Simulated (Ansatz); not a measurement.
# Si2H5 radical (SMILES [SiH2][SiH3]): a rigid scan of the bond length Si2–H6

How does the energy rise as the bond length Si2–H6 leaves its equilibrium value, and do density functionals follow CCSD(T)? All other internal coordinates keep their values.

The runs use Ansatz 0.2.0, Gaussian basis; single points in def2-TZVPP.

Levels: PBE-D4, r2SCAN-D4, PBE0-D4, B3LYP-D4, wB97M-V, Hartree-Fock, MP2, CCSD, CCSD(T). The scan takes 1.311, 1.363, 1.439, 1.528, 1.626, 1.732, 1.844, 1.962 Å.

Correlated methods freeze the cores. Orbitals are unrestricted. B3LYP uses VWN-RPA correlation.

**1. The system as given**

The minimum, relaxed at PBE0-D4: SMILES `[SiH2][SiH3]`, 7 atoms, charge 0, spin multiplicity 2.

Atoms are counted from 1 here; the program's logs count them from 0.

Bond lengths: Si1–Si2 2.324 Å, Si1–H3 1.488 Å, Si1–H4 1.488 Å, Si2–H5 1.487 Å, Si2–H6 1.490 Å, Si2–H7 1.487 Å. Angles: Si2–Si1–H3 114.5°, Si2–Si1–H4 114.5°, H3–Si1–H4 109.9°, Si1–Si2–H5 109.0°, Si1–Si2–H6 112.7°, Si1–Si2–H7 109.0°, H5–Si2–H6 108.5°, H5–Si2–H7 109.1°, H6–Si2–H7 108.5°.

Geometry (Å):

```xyz
7

Si   -0.20959   -1.36124   -0.19110
Si    0.35787    0.88917   -0.06197
H    -0.00259   -2.12394    1.07025
H    -1.57361   -1.62461   -0.72555
H     0.20999    1.50276   -1.40804
H    -0.49578    1.64308    0.89859
H     1.77490    1.00679    0.37222
```

Energies of the minimum (eV), from earlier single points: PBE-D4 -15827.18847, r2SCAN-D4 -15834.07286, PBE0-D4 -15828.87933, B3LYP-D4 -15837.09080, wB97M-V -15833.72209, CCSD(T) -15810.99861.

At the minimum the bond length Si2–H6 is 1.490 Å.

**2. Si2–H6 = 1.311 Å**

ccsdt-tzvpp/in.yaml

```yaml
crystal:
  periodic: [false, false, false]
  atoms:
    - {symbol: Si, position_ang: [-0.209587, -1.361244, -0.191101]}
    - {symbol: Si, position_ang: [0.357874, 0.889169, -0.061969]}
    - {symbol: H, position_ang: [-0.002586, -2.123942, 1.070252]}
    - {symbol: H, position_ang: [-1.573615, -1.624613, -0.725550]}
    - {symbol: H, position_ang: [0.209990, 1.502756, -1.408044]}
    - {symbol: H, position_ang: [-0.393281, 1.552559, 0.783254]}
    - {symbol: H, position_ang: [1.774901, 1.006792, 0.372224]}
basis:
  gaussian: {orbitals: def2-TZVPP}
magnetization: {spin_polarized: true, initial_magnetization: 1}
correlation: {method: ccsd_t}
scf: {omitted_lower_state_checks: [cluster_reference]}
```

No record of the launch command was kept for these runs.

The runs that follow: Si2–H6 = 1.363 Å; Si2–H6 = 1.439 Å; Si2–H6 = 1.528 Å; Si2–H6 = 1.626 Å; Si2–H6 = 1.732 Å; Si2–H6 = 1.844 Å; Si2–H6 = 1.962 Å.

**Question.** What will these runs give? Wanted: highest point, CCSD(T); lowest point, CCSD(T); minimum along the scan, CCSD(T); RMS deviation from CCSD(T); largest T1 diagnostic.

As calculated:

| quantity | value |
| --- | --- |
| highest point, CCSD(T) | 1059 meV at 1.962 Å |
| lowest point, CCSD(T) | 0 meV at 1.490 Å |
| minimum along the scan, CCSD(T) | 1.484 Å |
| curvature there | 17.8 eV/Å² |
| RMS deviation from CCSD(T) | PBE-D4 78, r2SCAN-D4 23, PBE0-D4 25, B3LYP-D4 32, wB97M-V 18, Hartree-Fock 55, MP2 43, CCSD 10 meV |
| largest T1 diagnostic | 0.019 |

**Reading.** A polynomial through the near points puts the CCSD(T) minimum 0.006 Å below the PBE0-D4 value. The well is lopsided: squeezing costs more than stretching by the same length. Curvature against CCSD(T): PBE-D4 -8 %, Hartree-Fock +6 %. The curve of CCSD lies nearest to CCSD(T), that of PBE-D4 farthest. 1 further points are left out, because the reference changes its state there.
